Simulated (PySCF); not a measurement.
Gas-phase reaction: 3 (CH₃)₂SiH₂ + 2 C₄H₆ (butadiene) → 3 H₃SiCCH + 4 C₂H₆

Energies from PySCF, thermal terms from the rigid-rotor harmonic-oscillator model, ideal gas at 1 bar. † marks an energy on the PBE0/def2-TZVP geometry and frequencies; other levels use their own. CCSD(T) freezes the core. All species are closed-shell singlets. CCSD(T) isn't extrapolated to the basis-set limit.

```json
[
 {"level": "BLYP/def2-TZVP†", "ΔH°(298 K), kJ": "363"},
 {"level": "CCSD(T)/def2-TZVPP†", "ΔH°(298 K), kJ": "399"},
 {"level": "HF/def2-TZVP†", "ΔH°(298 K), kJ": "341"},
 {"level": "M06-2X/def2-TZVP†", "ΔH°(298 K), kJ": "[?]"},
 {"level": "PBE/def2-SVP", "ΔH°(298 K), kJ": "466"},
 {"level": "PBE/def2-TZVP†", "ΔH°(298 K), kJ": "[?]"},
 {"level": "LDA/def2-TZVP†", "ΔH°(298 K), kJ": "[?]"}
]
```

Some entries are withheld; supply them.


- M06-2X/def2-TZVP†, ΔH°(298 K), kJ: 413
- PBE/def2-TZVP†, ΔH°(298 K), kJ: 445
- LDA/def2-TZVP†, ΔH°(298 K), kJ: 544
